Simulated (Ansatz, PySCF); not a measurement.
Barrier height from CH3 (SMILES [CH3]) + H2 to the transition structure CH5, without zero-point energy, on the benchmark's geometries as Psi4's copy of the set gives them.
Transition structure (charge 0, multiplicity 2, Z-matrix in Å and degrees):
```
C
H 1 1.0831
H 1 1.0831 2 114.76
H 1 1.0831 2 114.76 3 136.09
H 1 1.3826 2 103.46 3 -111.96
H 5 0.9041 2 147.17 1 180.00
```

Open shells are unrestricted; no spin–orbit coupling.

Cores are frozen in the correlated methods. CBS(a, b) extrapolates the correlation energy as X⁻³ and adds the Hartree–Fock energy of set b.

Codes used: Ansatz (a first-principles code); PySCF for the dispersion terms. Each number belongs to the level named beside it.

The comparison value is 11.71 kcal/mol (CCSD(T)/CBS(aug-cc-pVDZ, aug-cc-pVTZ)). It is a level with limits of its own, not the exact answer.

**Question.** Order these levels by how close they come to the comparison value for the barrier height, closest first: PBE-D4/def2-TZVPPD, wB97X-V/def2-TZVPPD, CAM-B3LYP-D3(BJ)/def2-TZVPPD, revPBE-D4/def2-TZVPPD, B3LYP-D4/def2-TZVPPD. Give each level's value less the comparison value.

**Answer.** wB97X-V/def2-TZVPPD (-2.28 kcal/mol), CAM-B3LYP-D3(BJ)/def2-TZVPPD (-3.25 kcal/mol), B3LYP-D4/def2-TZVPPD (-3.83 kcal/mol), revPBE-D4/def2-TZVPPD (-6.61 kcal/mol), PBE-D4/def2-TZVPPD (-8.45 kcal/mol)
